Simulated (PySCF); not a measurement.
Method used: core-valence-separated Tamm–Dancoff BHandHLYP/aug-pcX-1 (pcseg-1 on H) in PySCF, non-relativistic, gas phase, PBE0-D3(BJ)/def2-SVP geometry. BHandHLYP without relativity tends to put these K edges a few eV too low, so spacings mean more than positions.

Main lines of an unknown, eV (oscillator strength): C K: 282.8 (0.128), 283.8 (0.047), 284.5 (0.078), 285.6 (0.023), 286.8 (0.026). Listed: the first five lines at most of each edge with a tenth or more of its strongest line's intensity; roots within 0.03 eV on the same or equivalent atoms are summed. Only the lowest roots were sought, and the top ones are left out.

Question: Which candidate gives them?
A. `C=C1C=C1`
B. `CC(C)(C)C`

Answer: A. 

- `C=C1C=C1`: C K: 282.8 (0.128), 283.8 (0.047), 284.5 (0.078), 285.6 (0.023), 286.8 (0.026). First C line listed at 282.8 eV, hole on the alkene CH carbon (1s→π*).
- `CC(C)(C)C`: C K: 285.3 (0.047), 286.0 (0.225), 287.0 (0.032). First C line listed at 285.3 eV, hole on the methyl carbon.

One conformer each; other structures than these candidates weren't tested.
